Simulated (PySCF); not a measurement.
## Field gradients at the hydrogen positions

C4H9OP.
Numbering: `[CH2:1]=[CH:2][P:3]([CH3:4])[CH2:5][OH:6]` (hydrogens: H7, H8 on C1; H9 on C2; H10, H11, H12 on C4; H13, H14 on C5; H15 on O6)

Structure used (GFN2-xTB), in Å, numbered top down from 1:
```xyz
15
C4H9OP angstrom
C     -0.7954   -2.0112    0.8287
C     -0.9172   -0.6965    0.7456
P     -0.5798    0.3230   -0.7200
C      0.8842   -0.5581   -1.4342
C      0.3664    1.6638    0.1999
O     -0.4941    2.4165    1.0149
H     -0.4349   -2.6110    0.0092
H     -1.0509   -2.5464    1.7294
H     -1.3115   -0.1222    1.5764
H      1.3729    0.1018   -2.1490
H      0.5464   -1.4451   -1.9650
H      1.5877   -0.8432   -0.6536
H      0.8856    2.3006   -0.5322
H      1.1100    1.2163    0.8659
H     -1.1737    2.8196    0.4623
```

Level: PBE0/pcSseg-1 (PySCF, non-relativistic); Q(2H) = 0.00286 b; rigid geometry, the same for H and D, with no vibrational averaging.

**Question.** Rank these positions by the coupling χzz of a deuteron there, largest first.
A. H9 (vinylic hydrogen)
B. H7 (vinylic hydrogen)
C. H13 (methylene hydrogen)
D. H15 (hydroxyl hydrogen)
E. H12 (methyl hydrogen)
F. H14 (methylene hydrogen)

**Answer.** D (310 kHz), B (226 kHz), A (215 kHz), E (211 kHz), F (198 kHz), C (192 kHz).

**Question.** Give the electric field gradient Vzz (the principal value of largest size), its asymmetry and the 2H coupling at each hydrogen.

**Answer.** 
```csv
atom,bonded to,bond length (Å),Vzz (au),η,χzz (kHz)
H7,C1,1.078,0.3357,0.06,226
H8,C1,1.078,0.3350,0.05,225
H9,C2,1.084,0.3194,0.05,215
H10,C4,1.089,0.3163,0.01,213
H11,C4,1.088,0.3180,0.01,214
H12,C4,1.089,0.3134,0.01,211
H13,C5,1.100,0.2857,0.07,192
H14,C5,1.094,0.2946,0.07,198
H15,O6,0.964,0.4618,0.14,310
```

**Question.** Average by the element that carries the hydrogen.

**Answer.** on C: 212 kHz over 8 positions, mean bond length 1.087 Å; on O: 310 kHz over 1 position, mean bond length 0.964 Å.

**Question.** How does χzz go with the bond length over the 8 C–H bonds?

**Answer.** A straight-line fit has a slope of -15.2 kHz for each 0.01 Å, with a correlation coefficient of -0.98, over lengths from 1.078 to 1.100 Å. The longer bonds have the smaller couplings here.

Geometry: GFN2-xTB, one conformer, isolated molecule. GFN2-xTB bond lengths can be off by several hundredths of an ångström, more for odd bonds, and the gradients follow them. The small basis limits the accuracy of the gradients.
